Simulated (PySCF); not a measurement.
Molecule: `C#CC(Cl)(Cl)Cl`, C3HCl3.

Geometry (Å), atoms numbered from 1 in this order:
```xyz
7

C     0.3312    1.7555    0.0713
C     0.1099    0.5794    0.0208
C    -0.1558   -0.8273   -0.0391
Cl    0.7655   -1.5699   -1.3776
Cl    0.3239   -1.6083    1.4936
Cl   -1.8987   -1.1106   -0.3118
H     0.5274    2.7860    0.1158
```

Frames of a GFN2-xTB Langevin trajectory at 400 K; GIAO PBE0/pcSseg-1 shieldings in PySCF 2.14.0 with density-fitted response routines, gas phase, non-relativistic; equivalent atoms averaged within each frame.

δ = σ(ref) − σ, references computed at the same level: TMS for ¹³C (σref 186.93), ¹H (σref 31.72); HCl for ³⁵Cl (σref 949.78). The references are static minima.

Problem. How do the shifts (ppm) fluctuate along the trajectory?

Solution. 
```csv
time (fs),C3,C1,C2,Cl4/Cl5/Cl6,H7
optimised geometry,102.7,92.8,83.8,560,3.38
250,113.5,94.4,90.0,608,3.59
425,105.4,100.2,83.9,605,4.22
625,97.0,101.4,81.8,563,5.51
800,112.4,99.9,84.4,647,2.80
1000,112.5,103.8,86.4,655,3.64
mean of frames,108.2,99.9,85.3,615,3.95
standard deviation,7.0,3.5,3.1,37,1.01
```

5 frames give an uncertainty of the mean of about the standard deviation over 2.2 at best, since frames this close in time may not be independent; classical motion lacks zero-point vibration, and the reference would need the same averaging.
